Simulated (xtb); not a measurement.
Species: CH4O, SMILES `CO` (charge 0, multiplicity 1).

Question: Give a relaxed geometry from GFN2-xTB (xtb).

Answer: the end point of this relaxation (outside a Z-matrix the atoms follow the SMILES, hydrogens last).
Z-matrix (Å, degrees):
```
C
H 1 1.0884
H 1 1.0955 2 108.91
H 1 1.0955 2 108.91 3 -118.73
O 1 1.4062 2 106.53 4 -120.63
H 5 0.9629 1 109.10 2 -180.00
```
